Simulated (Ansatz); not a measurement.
AlH2⁺, triplet in cc-pVQZ: errors against full CI

Geometry: a point of a stretch scan, not a stationary point.

```xyz
3

Al    0.0000   -0.0118   -0.1214
H     0.0000    1.2277    1.9022
H     0.0000   -0.9114    1.3472
```

Basis cc-pVQZ; Ansatz 0.2.0. Only valence electrons are correlated (noble-gas cores frozen), which leaves 4 electrons in 114 orbitals. R marks a restricted (for open shells ROHF) determinant, U an unrestricted one. Active spaces: valence = (4e, 6o) chosen from the atoms' valence shells.

Full CI is exact within this basis and frozen core; it isn't the basis-set limit. The frozen core follows each run's orbitals, which can shift R against U totals by a few meV.

```
UHF ⟨S²⟩                          : 2.046
T1 diagnostic (RCCSD)             : 0.0538
largest doubles amplitude (RCCSD) : 0.076
T1 diagnostic (UCCSD)             : 0.0268
```

```tsv
level	E − E(full CI) (meV)	share of correlation (%)	wall time
RHF	1681	0.00	–
UHF	1481	11.94	–
RMP2	465	72.33	–
UMP2	432	74.28	–
RCCSD	50	97.02	–
UCCSD	38	97.73	–
RCCSD(T)	12	99.26	3.8 s (H100)
UCCSD(T)	10	99.40	4.8 s (H100)
BCCD(T)	12	99.31	6 s (H100)
RCCSDT	0	99.98	–
UCCSDT	-1	100.06	–
RCCSDT(Q)	0	100.00	6.5 s (H100)
UCCSDT(Q)	-1	100.07	7 s (H100)
CASSCF (valence space)	723	57.01	–
NEVPT2 (valence space)	201	88.06	3.9 s (H100)
MRCISD (valence space)	25	98.52	–
MRCISD+Q (valence space)	12	99.27	4 s (H100)
```

The correlation energy at full CI, counted from RHF, is -1.681 eV. That run took 1.9 min on 2 threads of AMD EPYC 7R13 with a shared H100 80 GB, shared host over 20,878,961 determinants.

Times hold each run's SCF and search for its determinant on a shared host, so for small cases they say little of a method's own cost.

The full-CI state has the irrep A' of Cs, in the program's axes.

Natural occupations of full CI about the gap: 1.918 0.997 0.986 0.031 0.022 0.019 0.006 0.005 0.005 0.002; effectively unpaired electrons, Σ n²(2−n)², 2.03.
